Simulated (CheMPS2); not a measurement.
**BH2F− (SMILES [BH2-]F): DMRG/STO-3G**

What is the energy change on altering one bond length of BH2F− at DMRG/STO-3G? 

The results are computed with CheMPS2 1.8.12.

2 further runs of the same task are left out: 2 set aside as unsound or not needed.

### Step 1. The structure to begin with

BH2F− has 4 atoms, charge -1, and is taken as a doublet. As SMILES, `[BH2-]F`. The shape is that of a GFN2-xTB optimisation.

Bond lengths: B1–F2 1.499 Å, B1–H3 1.242 Å, B1–H4 1.242 Å. Angles: F2–B1–H3 108.4°, F2–B1–H4 108.4°, H3–B1–H4 113.0°.

### Step 2. A single-point energy at DMRG/STO-3G

The input, prepare.py:

```python
from pyscf import ao2mo, cc, dft, gto, mcscf, mp, scf
from pyscf.tools import fcidump

geom = "mol.xyz"
mol = gto.M(
    atom=geom,
    basis="sto-3g",
    charge=-1,
    spin=1,
    verbose=3,
    max_memory=2000,
)
print("basis functions = %d" % (mol.nao))
mf = scf.ROHF(mol)
mf.conv_tol = 1e-10
mf.max_cycle = 200
mf.kernel()
if not mf.converged:
    mf = mf.newton().run(mf.mo_coeff, mf.mo_occ)
print("E(HF) = %.10f" % (mf.e_tot))
ref = scf.UHF(mol).run(mf.make_rdm1(), conv_tol=1e-10)
pt = mp.MP2(ref, frozen=2).run()
mycc = cc.CCSD(ref, frozen=2)
mycc.max_cycle = 150
mycc.kernel()
print(f"E(MP2) = {pt.e_tot:.10f}")
if mycc.converged:
    print(f"CCSD total energy = {mycc.e_tot:.10f}")
    print("E(CCSD(T)) = %.10f" % (mycc.e_tot + mycc.ccsd_t()))
ks = dft.UKS(mol, xc="hse06").set(conv_tol=1e-9, verbose=3).run(mf.make_rdm1())
if ks.converged:
    print(f"E(HSE06) = {ks.e_tot:.8f}")
ks = dft.UKS(mol, xc="tpss").set(conv_tol=1e-9, verbose=3).run(mf.make_rdm1())
if ks.converged:
    print("E(TPSS) = %.8f" % (ks.e_tot))
ks = dft.UKS(mol, xc="tpssh").set(conv_tol=1e-9, verbose=3).run(mf.make_rdm1())
if ks.converged:
    print(f"E(TPSSh) = {ks.e_tot:.8f}")
ks = dft.UKS(mol, xc="lda,vwn5").set(conv_tol=1e-9, verbose=3).run(mf.make_rdm1())
if ks.converged:
    print(f"E(SVWN5) = {ks.e_tot:.8f}")
ks = dft.UKS(mol, xc="pbe0").set(conv_tol=1e-9, verbose=3).run(mf.make_rdm1())
if ks.converged:
    print(f"E(PBE0) = {ks.e_tot:.8f}")
occ_no, mo = mcscf.addons.make_natural_orbitals(mp.MP2(mf.to_uhf(), frozen=2).run())
mf.mo_coeff = mo
cas = mcscf.CASCI(mf, 10, 13)
h1, ecore = cas.get_h1eff()
fcidump.from_integrals("FCIDUMP", h1, cas.get_h2eff(), 10, 13, nuc=ecore, ms=1)
ci = mcscf.CASCI(mf, 10, (7, 6))
ci.fix_spin_(ss=0.75)
ci.fcisolver.conv_tol = 1e-10
ci.fcisolver.max_cycle = 200
ci.kernel()
print(f"exact diagonalisation = {ci.e_tot:.10f}")
```

The input, chemps2.input:

```
FCIDUMP = FCIDUMP
GROUP = 0
MULTIPLICITY = 2
NELECTRONS = 13
IRREP = 0
EXCITATION = 0
SWEEP_STATES = 25, 50, 100, 100
SWEEP_ENERGY_CONV = 1e-04, 1e-04, 1e-04, 1e-06
SWEEP_MAX_SWEEPS = 3, 2, 3, 6
SWEEP_NOISE_PREFAC = 0.05, 0.05, 0.005, 0.0
SWEEP_DVDSON_RTOL = 1e-04, 1e-04, 1e-04, 1e-05
NOCC = 0
NACT = 10
NVIR = 0
MOLCAS_FIEDLER = TRUE
PRINT_CORR = TRUE
TMP_FOLDER = .
```

Command:

```console
python prepare.py && chemps2 --file=chemps2.input
```

Output:

```text
$ python prepare.py
basis functions = 12
converged SCF energy = -123.365021742954
E(HF) = -123.3650217430
converged SCF energy = -123.366007745387  <S^2> = 0.75472528  2S+1 = 2.0047197
E(UMP2) = -123.409935923898  E_corr = -0.043928178510442
E(SCS-UMP2) = -123.41550212006  E_corr = -0.0494943746721181
E(UCCSD) = -123.4278368828628  E_corr = -0.06182913747534839
E(MP2) = -123.4099359239
CCSD total energy = -123.4278368829
UCCSD(T) correction = -0.00129492854927713
E(CCSD(T)) = -123.4291318114
converged SCF energy = -123.8307111943  <S^2> = 0.75151908  2S+1 = 2.0015185
E(HSE06) = -123.83071119
converged SCF energy = -123.97188489124  <S^2> = 0.7511117  2S+1 = 2.0011114
E(TPSS) = -123.97188489
converged SCF energy = -123.966098245623  <S^2> = 0.75124314  2S+1 = 2.0012428
E(TPSSh) = -123.96609825
converged SCF energy = -122.958789411913  <S^2> = 0.75117822  2S+1 = 2.0011779
E(SVWN5) = -122.95878941
converged SCF energy = -123.820295134397  <S^2> = 0.75151052  2S+1 = 2.0015099
E(PBE0) = -123.82029513
E(UMP2) = -123.409057366619  E_corr = -0.0440356236655491
E(SCS-UMP2) = -123.414540330094  E_corr = -0.0495185871404921
CASCI E = -123.429483392912  E(CI) = -40.6070061193063  S^2 = 0.7500000
exact diagonalisation = -123.4294833929

$ chemps2 --file=chemps2.input

Running chemps2 version 1.8.12 () with the following options:

[... 52 lines left out ...]
***     Maximum discarded weight = 0
[... 28 lines left out ...]
***     Minimum energy           = -123.429026151926
[... 7 lines left out ...]
***     Maximum discarded weight = 0.000163392542365462
[... 13 lines left out ...]
***     Minimum energy           = -123.429169631182
[... 14 lines left out ...]
***     Minimum energy           = -123.429395272256
[... 7 lines left out ...]
***     Maximum discarded weight = 4.03850220492272e-06
[... 13 lines left out ...]
***     Minimum energy           = -123.429461354168
[... 14 lines left out ...]
***     Minimum energy           = -123.429479925558
[... 7 lines left out ...]
***     Maximum discarded weight = 2.23023224854694e-07
[... 14 lines left out ...]
***     Maximum discarded weight = 2.37900705690836e-07
[... 14 lines left out ...]
***     Maximum discarded weight during the last sweep     = 2.37898155231627e-07
[... 77 lines left out ...]
--------------------------------------------------------
Singlet diradical correlation function = < d_i,up d_j,down > + < d_i,down d_j,up > - < d_i,up > * < d_j,down > - < d_i,down > * < d_j,up >
Hamiltonian index order is used!

   Columns 1 to 8

   -0.000000    0.000004    0.000008    0.000014    0.000016    0.000015    0.000033    0.000091
    0.000004   -0.000002    0.000149    0.000048    0.000103    0.000830   -0.000117    0.000673
    0.000008    0.000149   -0.000025    0.000135    0.000074    0.002424   -0.002952    0.001888
[... 6 lines of this table left out ...]
    0.000018    0.001987    0.000143    0.002843    0.005460    0.001412   -0.000718    0.001846

   Columns 9 to 10

    0.000014    0.000018
    0.000083    0.001987
    0.000673    0.000143
[... 6 lines of this table left out ...]
    0.006986   -0.000075

--------------------------------------------------------
Two-orbital mutual information = 0.5 * ( s1(i) + s1(j) - s2(i,j) ) * ( 1 - delta(i,j) )
Hamiltonian index order is used!

   Columns 1 to 8

    0           0.000074    0.000097    0.000059    0.000025    0.000407    0.000089    0.001042
    0.000074    0           0.000357    0.000087    0.000337    0.003056    0.000356    0.003840
    0.000097    0.000357    0           0.000137    0.000040    0.008106    0.018514    0.009644
[... 6 lines of this table left out ...]
    0.000034    0.006193    0.000201    0.016108    0.046617    0.004123    0.002138    0.003439

   Columns 9 to 10

    0.000035    0.000034
    0.000131    0.006193
    0.001255    0.000201
[... 4 lines of this table left out ...]
    0.003884    0.003439
    0           0.019997
    0.019997    0

--------------------------------------------------------
```

It took 16 s on 1 thread of Intel Xeon Platinum 8488C (Sapphire Rapids), shared host; peak memory 0.16 GiB.

### Step 3. The distorted shape: a single-point energy at DMRG/STO-3G

The input, integrals.py:

```python
from pyscf import ao2mo, cc, dft, gto, mcscf, mp, scf
from pyscf.tools import fcidump

mol = gto.M(atom="""
B      0.13557273     0.75614367     0.14987607
F      2.24875897    -0.70508705     1.34149957
H     -2.15493029    -0.63054492     0.48412894
H      0.66677475     1.12205134    -2.10626795
""", basis="sto-3g", unit="bohr", charge=-1, spin=1, verbose=3)
print("basis functions                = %d" % (mol.nao))
mf = scf.ROHF(mol)
mf.conv_tol = 1e-10
mf.max_cycle = 200
mf.kernel()
if not mf.converged:
    mf = mf.newton().run(mf.mo_coeff, mf.mo_occ)
print("SCF energy                     = %.10f" % (mf.e_tot))
ref = scf.UHF(mol).run(mf.make_rdm1(), conv_tol=1e-10)
pt = mp.MP2(ref, frozen=2).run()
mycc = cc.CCSD(ref, frozen=2)
mycc.max_cycle = 150
mycc.kernel()
print("E(MP2)                         = %.10f" % (pt.e_tot))
if mycc.converged:
    print("CCSD total energy              = %.10f" % (mycc.e_tot))
    print(f"E(CCSD(T))                     = {mycc.e_tot + mycc.ccsd_t():.10f}")
ks = dft.UKS(mol, xc="hse06").set(conv_tol=1e-9, verbose=3).run(mf.make_rdm1())
if ks.converged:
    print(f"E(HSE06)                       = {ks.e_tot:.8f}")
ks = dft.UKS(mol, xc="tpss").set(conv_tol=1e-9, verbose=3).run(mf.make_rdm1())
if ks.converged:
    print(f"E(TPSS)                        = {ks.e_tot:.8f}")
ks = dft.UKS(mol, xc="tpssh").set(conv_tol=1e-9, verbose=3).run(mf.make_rdm1())
if ks.converged:
    print(f"E(TPSSh)                       = {ks.e_tot:.8f}")
ks = dft.UKS(mol, xc="lda,vwn5").set(conv_tol=1e-9, verbose=3).run(mf.make_rdm1())
if ks.converged:
    print(f"E(SVWN5)                       = {ks.e_tot:.8f}")
ks = dft.UKS(mol, xc="pbe0").set(conv_tol=1e-9, verbose=3).run(mf.make_rdm1())
if ks.converged:
    print("E(PBE0)                        = %.8f" % (ks.e_tot))
occ_no, mo = mcscf.addons.make_natural_orbitals(cc.CCSD(mf.to_uhf(), frozen=2).run())
mf.mo_coeff = mo
cas = mcscf.CASCI(mf, 10, 13)
h1, ecore = cas.get_h1eff()
fcidump.from_integrals("FCIDUMP", h1, cas.get_h2eff(), 10, 13, nuc=ecore, ms=1)
ci = mcscf.CASCI(mf, 10, (7, 6))
ci.fix_spin_(ss=0.75)
ci.fcisolver.conv_tol = 1e-10
ci.fcisolver.max_cycle = 200
ci.kernel()
print(f"E(FCI)                         = {ci.e_tot:.10f}")
```

The input, dmrg.input:

```
FCIDUMP = FCIDUMP
GROUP = 0
MULTIPLICITY = 2
NELECTRONS = 13
IRREP = 0
EXCITATION = 0
SWEEP_STATES = 75, 100, 100
SWEEP_ENERGY_CONV = 1e-04, 1e-04, 1e-06
SWEEP_MAX_SWEEPS = 3, 4, 6
SWEEP_NOISE_PREFAC = 0.05, 0.005, 0.0
SWEEP_DVDSON_RTOL = 3e-04, 3e-04, 3e-05
NOCC = 0
NACT = 10
NVIR = 0
MOLCAS_FIEDLER = TRUE
PRINT_CORR = FALSE
TMP_FOLDER = .
```

Command:

```console
python integrals.py && chemps2 --file=dmrg.input
```

Output:

```text
$ python integrals.py
[... 2 lines left out ...]
SCF energy                     = -123.3444035194
[... 8 lines left out ...]
converged SCF energy = -123.814773283709  <S^2> = 0.75152396  2S+1 = 2.0015234
[... 5 lines left out ...]
converged SCF energy = -122.943826133729  <S^2> = 0.75133366  2S+1 = 2.0013332
[... 63 lines left out ...]
***     Maximum discarded weight = 0
[... 28 lines left out ...]
***     Minimum energy           = -123.414533673903
[... 7 lines left out ...]
***     Maximum discarded weight = 6.15361893971633e-06
[... 13 lines left out ...]
***     Minimum energy           = -123.414543283228
[... 14 lines left out ...]
***     Minimum energy           = -123.414553856031
[... 7 lines left out ...]
***     Maximum discarded weight = 1.23516182047764e-06
[... 14 lines left out ...]
***     Maximum discarded weight = 1.24633108740109e-06
[... 14 lines left out ...]
***     Maximum discarded weight during the last sweep     = 1.24701165909032e-06
******************************************************************
```

Run time: 17 s. Hardware: 1 thread of Intel Xeon Platinum 8488C (Sapphire Rapids), shared host; peak memory 0.16 GiB.

### Step 4. Outcome

At DMRG/STO-3G, 2 core orbitals frozen:

```
                                                         quantity          value
                                 run 1, DMRG/STO-3G: total energy  -123.42948 Eh
                                    distorted shape: total energy  -123.41456 Eh
energy change with the B1–H3 bond stretched from 1.242 to 1.428 Å       0.406 eV
```

With the B1–H3 bond stretched from 1.242 to 1.428 Å the energy rises by 0.41 eV (9.4 kcal/mol). The first shape isn't relaxed at this level, so the change isn't measured from a minimum. The minimal basis adds a large error of its own.
